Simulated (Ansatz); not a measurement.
## [OH···H···NH], triplet: transfer scan

Starting geometry:

```xyz
5

O    -1.1950    0.0024    0.0000
H    -1.4443    0.9289    0.0000
H    -0.2354    0.0024    0.0000
N     1.3680    0.0024    0.0000
H     1.6371   -1.0019    0.0000
```

From there H3 is moved from one fragment to the other while all else, the fragments' distance too, stays fixed, so the hump isn't the reaction's barrier; atoms are numbered as listed. Energies are in kJ/mol, counted from the starting geometry at the same level.

Basis cc-pVDZ; Ansatz 0.2.0. Only valence electrons are correlated (noble-gas cores frozen). Prefix R: restricted or restricted open-shell reference; prefix U: unrestricted.

Full CI isn't at hand for all of this; UCCSDT(Q) serves as the reference, and is uncertain by about the last step of the cluster series. The frozen core follows each run's orbitals, which can shift R against U totals by a few meV.

```
distance O1-H3 (Å)  UCCSDT(Q)  error UHF  error RCCSD  error UCCSD  error RCCSDT  error UCCSDT  error RCCSDT(Q)
             0.892       13.0       -9.1         -1.0         -1.0          -0.1          -0.1              0.0
             0.960        0.0        0.0          0.0          0.0           0.0           0.0              0.0
             1.040       14.0       11.8          1.6          1.5           0.2           0.2              0.0
             1.121       43.8       24.9          3.7          3.6           0.4           0.4              0.0
             1.201       76.0       38.6          6.6          6.0           0.7           0.7              0.1
             1.282      100.4       45.3          9.9          7.9           1.0           0.8              0.0
             1.362      109.3       30.7          8.3          7.0           0.6           0.6              0.0
             1.443      105.8        8.3          4.4          4.0           0.1           0.1              0.0
             1.523      102.7      -10.1          1.4          1.3          -0.2          -0.2              0.0
```

Errors are those of relative energies. In total energy the starting point itself misses UCCSDT(Q) by: UHF 908.2, RCCSD 17.2, UCCSD 16.9, RCCSDT 1.8, UCCSDT 1.6, RCCSDT(Q) 0.1 kJ/mol.

Spread of the error over the points with a reference, to 1.523 Å (largest less smallest): RCCSDT(Q) 0.1, UCCSDT 1.0, RCCSDT 1.2, UCCSD 8.8, RCCSD 10.9, UHF 55.4 kJ/mol.
